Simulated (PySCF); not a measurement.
**BF: from constants to spectrum**

RHF-CCSD(T) constants of BF, ¹Σ⁺ (singlet), closed shell (basis B jorge-DZP-DKH, F jorge-DZP-DKH; spin-free X2C with a Gaussian nucleus; PySCF 2.14; masses 11.0093 and 18.9984 u):

* ωe: 1338.2 cm⁻¹
* ωexe: 10.4 cm⁻¹
* Be: 1.4419 cm⁻¹
* αe: 0.0174 cm⁻¹
* D (centrifugal): 6.7e-06 cm⁻¹
* De to B + F: 7.19 eV

(1) Estimate the standard entropy (1 bar) and heat capacity of the ideal gas at 298.15 K, rigid rotor with B0 and harmonic oscillator at the fundamental.

Correlated steps freeze 2 core orbitals. Correlated levels converge slowly with the basis: in double zeta they bind strong bonds too weakly, by up to about 1 eV, and carry superposition errors of some tenths. Where the molecule has an RHF reference, its open-shell atoms are computed with UHF.

Results:

(1) Translation (Sackur–Tetrode, M = 30.01 u): 151.3 J/(mol K). Rotation: q = kT/(σB0) = 145 with σ = 1, 49.7. Vibration: x = hcν0/kT = 6.36, 0.11. S° = 201.1 J/(mol K); Cp = 7R/2 + 0.58 = 29.7 J/(mol K).
